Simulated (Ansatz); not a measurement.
Two shapes of singlet BH₄(-).

Shape 1:

```xyz
5

B    -0.0246   -0.0428    0.0080
H     0.7247    0.7725    0.7167
H     0.7156   -0.7049   -0.6769
H    -0.6858    0.6923   -0.7363
H    -0.7649   -0.7066    0.7013
```

Shape 2:

```xyz
5

B    -0.0089   -0.0044   -0.0010
H     0.7185    0.7275    0.7307
H     0.7264   -0.7250   -0.7321
H    -0.7304    0.7271   -0.7282
H    -0.7256   -0.7325    0.7240
```

Basis set: STO-3G (spherical functions). Frozen core: 1 orbital. Charge -1, multiplicity 1.

Computed with Ansatz (development build ahead of 0.2.0); each method stands on the lowest determinant of its kind that the runs found.

Q: Which shape is lower in energy, and by how much in each method?

A:

```
 method  E(2) − E(1) (eV)
    RHF             0.026
RHF-MP2            -0.003
```

Shape 1 is lower, bar methods that put the two within 0.005 eV. Caution: no diffuse functions for an anion.
